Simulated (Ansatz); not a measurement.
A calculation on litharge PbO returned lattice constant a 3.984 Å, lattice parameter c 5.122 Å, equilibrium volume per atom 20.32 Å³/atom.

For reference: lattice constant a 3.975 Å (measured, room temperature, no zero-point or thermal correction, our sources range from 3.964 to 3.975; as tabulated in Canepa et al. (2012), arXiv:1204.2842); lattice parameter c 5.023 Å (measured, room temperature, no zero-point or thermal correction, our sources range from 4.995 to 5.023; as tabulated in Canepa et al. (2012), arXiv:1204.2842).

Problem. Which level of theory produced these numbers?
(A) HSE06-D3(BJ) (Ansatz, a program for electronic structure)
(B) r²SCAN-D4 (Ansatz)
(C) rVV10 (Ansatz)
(D) r²SCAN+rVV10 (Ansatz)

Solution. B, r²SCAN-D4 (Ansatz)

The others give: HSE06-D3(BJ) 3.951 Å, 4.895 Å, 19.10 Å³/atom; rVV10 4.081 Å, 4.992 Å, 20.79 Å³/atom; r²SCAN+rVV10 3.979 Å, 5.011 Å, 19.83 Å³/atom.

Unless a cell is named, each level is at its own relaxed cell (HSE06-D3(BJ) 19.10, r²SCAN-D4 20.32, r²SCAN+rVV10 19.83, rVV10 20.79 Å³/atom).

Ansatz's density-functional and Hartree–Fock values are scalar-relativistic unless marked +SOC, with PAW data made under PBE.
